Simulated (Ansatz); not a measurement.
# C3H6F: the cost of one run

Program: Ansatz 0.2.0. Level of theory: the levels named in each step. These are calculated values, not measurements.

**1. The starting structure**

Bond lengths: C2–C3 1.373 Å, C3–C4 1.373 Å, F1–H5 0.933 Å, C2–H6 1.076 Å, C2–H7 1.074 Å, C3–H8 1.084 Å, C4–H9 1.076 Å, C4–H10 1.075 Å. Angles: C2–C3–C4 124.4°, C2–C3–H8 117.9°, C4–C3–H8 117.7°, C3–C2–H6 120.7°, C3–C2–H7 122.0°, H6–C2–H7 117.3°, C3–C4–H9 120.8°, C3–C4–H10 121.8°, H9–C4–H10 117.3°.

As a file:

```xyz
10

F    -2.1282    1.1277   -1.6293
C     0.0222    0.1254    1.0598
C     1.0630   -0.4481    0.3728
C     2.0143   -1.2578    0.9414
H    -1.9793    0.2616   -1.9414
H    -0.0974   -0.0408    2.1162
H    -0.6921    0.7669    0.5781
H     1.1438   -0.2450   -0.6889
H     1.9889   -1.4843    1.9929
H     2.8165   -1.6808    0.3648
```

**2. A rough first relaxation, PBE-D4/def2-SVP**

This run stands in another session on the same molecule. It ended at:

```xyz
10

F    -1.3600    0.2161   -1.6366
C    -0.1512    0.3331    1.0283
C     0.9175   -0.1619    0.2790
C     1.7460   -1.2159    0.6644
H    -1.1303   -0.1627   -0.8048
H    -0.4048   -0.0980    2.0107
H    -0.7424    1.1911    0.6753
H     1.1082    0.3135   -0.6997
H     1.5968   -1.7331    1.6263
H     2.5717   -1.5573    0.0234
```

**3. Relaxation, B2PLYP/def2-TZVPP**

input.yaml

```yaml
crystal:
  periodic: [false, false, false]
  atoms:
    - { symbol: F, position_ang: [-1.36003895, 0.21611143, -1.63663036] }
    - { symbol: C, position_ang: [-0.1511902, 0.3330663, 1.02833729] }
    - { symbol: C, position_ang: [0.91752401, -0.16191556, 0.27897226] }
    - { symbol: C, position_ang: [1.746001, -1.21586242, 0.66442641] }
    - { symbol: H, position_ang: [-1.13025319, -0.16265524, -0.80476186] }
    - { symbol: H, position_ang: [-0.40482626, -0.09803527, 2.01068887] }
    - { symbol: H, position_ang: [-0.74241476, 1.19110892, 0.6752595] }
    - { symbol: H, position_ang: [1.1082483, 0.31345942, -0.69969821] }
    - { symbol: H, position_ang: [1.59683095, -1.73312806, 1.62628552] }
    - { symbol: H, position_ang: [2.57171909, -1.55728952, 0.02339057] }
magnetization:
  spin_polarized: true
  initial_magnetization: 1
basis:
  gaussian: { orbitals: def2-TZVPP }
hamiltonian:
  xc: { name: B2PLYP }
relax:
  f_tol: 0.002
  max_steps: 150
```

Launch:

```
$ ansatz run input.yaml --threads 4 --pin off --max-ram 10240MiB --backend cpu --events-out ev --progress --plain --runs-dir out
```

Q: Estimate wall time and peak memory on 4 threads of Intel Xeon at 2.50GHz (Skylake/Cascade Lake), shared host.

About 12 min, with a peak of 1.1 GiB.
